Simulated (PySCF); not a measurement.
Isomers of C5H10O, mass 86.073 u with the commonest isotopes. Computed with PySCF, PBE0-D3(BJ)/def2-SVP geometry optimisation, gas phase. One conformer each, none proved a minimum here; rigid rotors.

Question: Order these by out-of-plane moment Σ m c² = (Ia + Ib − Ic)/2, smallest first.
A. `[CH3:1][CH2:2][C@:3]1([CH3:4])[CH2:5][O:6]1` with C1–C2–C3–C4 68°
B. `[CH2:1]1[CH2:2][CH2:3][O:4][CH2:5][CH2:6]1` with C6–C1–C2–C3 51°, C1–C2–C3–O4 -56°, C2–C3–O4–C5 60°, C3–O4–C5–C6 -60°
C. `[CH3:1][CH2:2][C:3](=[O:4])[CH2:5][CH3:6]` with C1–C2–C3–O4 0°, C2–C3–C5–C6 -179°

Answer: C (6.23 u·Å²), B (12.88 u·Å²), A (28.48 u·Å²).

Question: Order these by rotational constant A, smallest first.
A. `[CH2:1]1[CH2:2][CH2:3][O:4][CH2:5][CH2:6]1` with C6–C1–C2–C3 51°, C1–C2–C3–O4 -56°, C2–C3–O4–C5 60°, C3–O4–C5–C6 -60°
B. `[CH3:1][CH2:2][C@:3]1([CH3:4])[CH2:5][O:6]1` with C1–C2–C3–C4 68°
C. `[CH3:1][CH2:2][C:3](=[O:4])[CH2:5][CH3:6]` with C1–C2–C3–O4 0°, C2–C3–C5–C6 -179°

Answer: A (4712 MHz), B (5436 MHz), C (8981 MHz).

Question: Order these by rotational constant B, largest first.
A. `[CH3:1][CH2:2][C:3](=[O:4])[CH2:5][CH3:6]` with C1–C2–C3–O4 0°, C2–C3–C5–C6 -179°
B. `[CH3:1][CH2:2][C@:3]1([CH3:4])[CH2:5][O:6]1` with C1–C2–C3–C4 68° (2-ethyl-2-methyloxirane)
C. `[CH2:1]1[CH2:2][CH2:3][O:4][CH2:5][CH2:6]1` with C6–C1–C2–C3 51°, C1–C2–C3–O4 -56°, C2–C3–O4–C5 60°, C3–O4–C5–C6 -60°

Answer: C (4538 MHz), B (2830 MHz), A (1967 MHz).

| SMILES | point group | Ia (u·Å²) | Ib (u·Å²) | Ic (u·Å²) | κ | μa (D) | μb (D) | μc (D) |
| --- | --- | --- | --- | --- | --- | --- | --- | --- |
| C1CCOCC1 | Cs | 107.26 | 111.38 | 192.87 | 0.83 | 1.25 | 0.00 | 0.59 |
| CC[C@]1(C)CO1 | C1 | 92.97 | 178.59 | 214.60 | -0.69 | 1.40 | 0.50 | 1.27 |
| CCC(=O)CC | C2v | 56.27 | 256.89 | 300.70 | -0.92 | 0.00 | 2.59 | 0.00 |
